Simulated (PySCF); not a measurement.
# SOF: doublet, from a bent start

Where does doublet SOF go from a bent start, is the end point a minimum, and what are its modes, charges and moments?

Computed with PySCF 2.14.0. Level: PBE0, basis S def2-TZVP, O def2-TZVP, F def2-TZVP, no relativity, density fitting.

## 1. The system as given

3 atoms, charge 0, spin multiplicity 2.

Bond lengths: S1–O2 1.510 Å, S1–F3 1.670 Å. Angles: O2–S1–F3 110.0°.

```xyz
3
charge 0 multiplicity 2
S     0.0000    0.0000    0.0000
O    -1.2369    0.0000    0.8661
F     1.3680    0.0000    0.9579
```

## 2. First SCF at the start

One driver script runs all steps and calls PySCF; scf.py shows how it sets up the SCF of each step. The optimiser is the driver's own. After this first run the driver tries any further starts and a stability analysis.

Input file scf.py:

```python
from pyscf import gto, scf, dft
mol = gto.M(atom='''
S      0.000000     0.000000     0.000000
O     -1.236900     0.000000     0.866100
F      1.368000     0.000000     0.957900''',
    basis={'S': 'def2-TZVP', 'O': 'def2-TZVP', 'F': 'def2-TZVP'},
    charge=0, spin=1)
mf = dft.UKS(mol, xc='PBE0')
mf.grids.atom_grid = (50, 194)
aux = {'S': 'def2-universal-JKFIT', 'O': 'def2-universal-JKFIT', 'F': 'def2-universal-JKFIT'}
mf = mf.density_fit(auxbasis=aux)
mf.conv_tol = 1e-08
mf.diis_space = 10
mf.max_cycle = 60
mf.init_guess = 'minao'
mf.verbose = 4
mf.kernel()
```

Command:

```sh
> OMP_NUM_THREADS=4 python axn.py task.json out
```

Standard output:

```text
init E= -573.273091430805
[... the frontier-level lines of each cycle are left out ...]
cycle= 1 E= -572.847017015738  delta_E= 0.426  |g|= 0.625  |ddm|= 1.28
cycle= 2 E= -572.007357478982  delta_E= 0.84  |g|= 1.55  |ddm|= 1.13
cycle= 3 E= -572.970819616713  delta_E= -0.963  |g|= 0.278  |ddm|= 0.88
cycle= 4 E= -572.995410743351  delta_E= -0.0246  |g|= 0.0998  |ddm|= 0.177
cycle= 5 E= -572.998614459368  delta_E= -0.0032  |g|= 0.0203  |ddm|= 0.05
cycle= 6 E= -572.998810403136  delta_E= -0.000196  |g|= 0.00764  |ddm|= 0.013
cycle= 7 E= -572.998854957929  delta_E= -4.46e-05  |g|= 0.00198  |ddm|= 0.00895
cycle= 8 E= -572.998861130145  delta_E= -6.17e-06  |g|= 0.000786  |ddm|= 0.00377
cycle= 9 E= -572.998861977155  delta_E= -8.47e-07  |g|= 0.000383  |ddm|= 0.00158
cycle= 10 E= -572.998862103858  delta_E= -1.27e-07  |g|= 5.63e-05  |ddm|= 0.00059
cycle= 11 E= -572.998862109925  delta_E= -6.07e-09  |g|= 2.36e-05  |ddm|= 0.000146
Extra cycle  E= -572.998862110083  delta_E= -1.59e-10  |g|= 3.83e-05  |ddm|= 4.55e-05
converged SCF energy = -572.998862110083  <S^2> = 0.75676389  2S+1 = 2.0067525
```

This step, with its further starts and checks, took 3 s on 4 threads of Arm Neoverse V2, shared host.

The test of internal stability found no lower solution of this spin.

## 3. Relaxation: bent start, doublet

The program finds Cs symmetry in the start, which this walk keeps. Threshold on the gradient: 0.0003 Eh/bohr, with a further test on the energy change.

scf.py, as its differences from that of step 2:

```diff
@@ -3,3 +3,3 @@
-S      0.000000     0.000000     0.000000
-O     -1.236900     0.000000     0.866100
-F      1.368000     0.000000     0.957900''',
+S     -0.092670     0.000000    -0.478632
+O     -1.329570     0.000000     0.387468
+F      1.275330     0.000000     0.479268''',
@@ -15 +14,0 @@
-mf.init_guess = 'minao'
```

Energy and gradient, step by step:

| step | energy (Eh) | change (kJ/mol) | largest symmetric gradient (Eh/bohr) |
| --- | --- | --- | --- |
| 0 | -572.998862 | 0.00 | 0.05396 |
| 1 | -573.003706 | -12.72 | 0.03327 |
| 2 | -573.004841 | -15.70 | 0.00695 |
| 3 | -573.004913 | -15.89 | 0.00153 |
| 4 | -573.004919 | -15.90 | 0.00088 |
| 5 | -573.004920 | -15.90 | 0.00003 |

The walk took 5.5 s.

Positions (Å) and forces (eV/Å) along the way:

```
step 0
S   -0.093   0.000  -0.479  -1.380   0.000   2.487
O   -1.330   0.000   0.387   2.773   0.000  -1.722
F    1.275   0.000   0.479  -1.393   0.000  -0.765
step 1
S   -0.102   0.000  -0.456   1.673   0.000  -1.394
O   -1.252   0.000   0.375  -1.712   0.000   1.303
F    1.207   0.000   0.469   0.038   0.000   0.091
step 3
S   -0.091   0.000  -0.466  -0.057   0.000  -0.006
O   -1.267   0.000   0.384   0.078   0.000  -0.021
F    1.211   0.000   0.470  -0.021   0.000   0.027
step 5
S   -0.091   0.000  -0.468   0.001   0.000  -0.001
O   -1.264   0.000   0.385  -0.001   0.000  -0.004
F    1.208   0.000   0.471   0.001   0.000   0.006
```

After 5 steps and 15.9 kJ/mol it ends at Cs: S–F 1.603 Å, S–O 1.450 Å; F–S–O 108.1°.

## 4. Hessian and properties

On the finer grid the gradient is checked again; gradients at displacements of ±0.02 bohr then give force constants and infrared intensities.

scf.py, as its differences from that of step 3:

```diff
@@ -3,3 +3,3 @@
-S     -0.092670     0.000000    -0.478632
-O     -1.329570     0.000000     0.387468
-F      1.275330     0.000000     0.479268''',
+S     -0.088604     0.000000    -0.469992
+O     -1.261611     0.000000     0.382667
+F      1.211236     0.000000     0.468985''',
@@ -9 +9 @@
-mf.grids.atom_grid = (50, 194)
+mf.grids.atom_grid = (75, 302)
@@ -12 +12 @@
-mf.conv_tol = 1e-08
+mf.conv_tol = 1e-10
```

This SCF starts from the last density.

SCF at the final geometry:

```text
init E= -573.004978229877
[... the frontier-level lines of each cycle are left out ...]
cycle= 1 E= -573.004978229868  delta_E= 9.44e-12  |g|= 4.66e-06  |ddm|= 3.54e-06
Extra cycle  E= -573.004978229844  delta_E= 2.31e-11  |g|= 9.81e-06  |ddm|= 6.83e-06
converged SCF energy = -573.004978229844  <S^2> = 0.75653038  2S+1 = 2.0065197
```

The whole step took 25 s.

Geometry: Cs; S–F 1.604 Å, S–O 1.450 Å; F–S–O 108.1°.

Harmonic modes (main isotopes):

| symmetry | ω (cm⁻¹) | IR (km/mol) | μ (u) |
| --- | --- | --- | --- |
| a' | 407 | 9.9 | 19.00 |
| a' | 786 | 172 | 22.59 |
| a' | 1262 | 74.2 | 19.25 |

All wavenumbers are real: a minimum.

Properties at this point:

* Dipole moment: 1.71 D
* Highest occupied level: -7.23 eV
* Lowest empty level: -3.20 eV
* Rotational constants: 1.286, 0.3118, 0.251 cm⁻¹
* Zero-point energy: 14.7 kJ/mol
* Principal polarisabilities: 14.5, 19.3, 27.2 bohr³
* Atomisation energy without zero-point energy: 883 kJ/mol
* Principal traceless quadrupole moments about the centre of mass: -3.34, 1.59, 1.74 D Å
* Entropy at 298.15 K and 1 bar (electronic part: spin only): 265.3 J/(mol K)
* Heat capacity Cp at 298.15 K: 42.9 J/(mol K)
* Enthalpy at 298.15 K above 0 K: 10.96 kJ/mol
* Rotational symmetry number: 1
* Spin squared ⟨S²⟩: 0.757

Charges (e) and bond orders:

```csv
atom,Mulliken,Löwdin,polar tensor,spin (Mulliken),Mayer order to S1
S1,0.54,0.44,1.00,0.61,–
O2,-0.33,-0.29,-0.44,0.35,1.96
F3,-0.21,-0.15,-0.56,0.04,0.97
```

Mulliken populations on S1: s 5.89, p 9.04, d 0.47, f 0.06.

## 5. Summary of results

| quantity | value |
| --- | --- |
| minimum | doublet, Cs |
| geometry | S–F 1.604 Å, S–O 1.450 Å; F–S–O 108.1° |
| wavenumbers (cm⁻¹) | 407 (a'), 786 (a'), 1262 (a') |
| dipole moment | 1.71 D |
| highest occupied, lowest empty level (either spin) | -7.23, -3.20 eV |
| polar-tensor charge of S1 | +1.00 e |
| zero-point energy | 14.7 kJ/mol |
| entropy at 298.15 K | 265.3 J/(mol K) |
| atomisation energy (no zero-point energy) | 883 kJ/mol |
| ⟨S²⟩ | 0.757 |

**Reading.** The molecule stays Cs, as typed, and the end point is a minimum. The strongest infrared band lies at 786 cm⁻¹ (a', stretch). Most of the spin sits on S1 (Mulliken spin 0.61, against 1 for the whole molecule). Only this shape and spin were tried, so other structures or states may lie lower.

The search up to here took 33 s.
